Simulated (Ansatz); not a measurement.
# BSiP+ (quartet): wave-function methods side by side, cc-pVTZ

One table from this session's results is given with a row withheld; the runs are named, their logs left out.

Program: Ansatz 0.2.0, Gaussian basis. Level of theory: cc-pVTZ, core rule «outside noble gas», up to 11 orbitals frozen. These are calculated values, not measurements.

To be run: UHF; CCSD(T) on ROHF; CCSD(T) on UHF; BCCD(T) on ROHF; CCSDT(Q) on ROHF; CCSDT(Q) on UHF; CASSCF and NEVPT2, 11 electrons in 12 orbitals.

6 further runs of the same task are left out: 6 set aside as unsound or not needed.

## What is computed

The geometry is a PBE0/def2-TZVP stationary point (not a proven minimum) of the parent state, kept for this charge and spin.

3 atoms, charge 1, spin multiplicity 4.

Atoms are counted from 1 here; the program's logs count them from 0.

Bond lengths: B1–P2 1.813 Å, B1–Si3 2.032 Å, P2–Si3 2.135 Å. Angles: P2–B1–Si3 67.2°, B1–P2–Si3 61.3°, B1–Si3–P2 51.5°.

Set-up of the first run:

Contents of in.yaml:

```yaml
crystal:
  periodic: [false, false, false]
  atoms:
    - {symbol: B, position_ang: [0.000000, -1.336957, 0.188448]}
    - {symbol: P, position_ang: [0.000000, 0.294228, 0.979363]}
    - {symbol: Si, position_ang: [0.000000, 0.190151, -1.152618]}
basis:
  gaussian: {orbitals: cc-pVTZ}
total_charge: 1
magnetization: {spin_polarized: true, initial_magnetization: 3}
hamiltonian: {xc: hf}
output: {orbitals: {seedname: orbitals}}
```

Run with:

```sh
> ansatz run in.yaml --threads 1 --pin off --events-out ev --progress --plain --max-ram 4096MiB --backend cpu
```

Steps of the session up to this table: UHF; CCSD(T) on ROHF; CCSD(T) on UHF; BCCD(T) on ROHF; CCSDT(Q) on ROHF; CCSDT(Q) on UHF; CASSCF and NEVPT2, 11 electrons in 12 orbitals.

One of the session's tables, all rows but one given; the rest of the session is left out.

It belongs to the step «Misses and costs». 

| method | from RCCSDT(Q) (kJ/mol) |
| --- | --- |
| ROHF | +855.4 |
| UHF | +826.6 |
| RMP2 | +119.6 |
| UMP2 | +133.2 |
| RCCSD | +69.1 |
| UCCSD | +67.6 |
| RCCSD(T) | +8.8 |
| UCCSD(T) | +9.4 |
| BCCD(T) | +8.7 |
| RCCSDT | +5.9 |
| UCCSDT | +5.4 |
| RCCSDT(Q) | 0 |
| UCCSDT(Q) | -0.5 |
| CASSCF valence | +529.0 |
| NEVPT2 valence | ? |

Estimate the missing values for NEVPT2 valence.

The run gave: from RCCSDT(Q) (kJ/mol): +113.3. In the column «from RCCSDT(Q) (kJ/mol)» it lies between RCCSD (+69.1) and RMP2 (+119.6).

Limits of these values: Restricted and unrestricted rows rest on different reference determinants; where their highest levels disagree by more than a few hundredths of an eV, they describe different states and don't form one ladder.
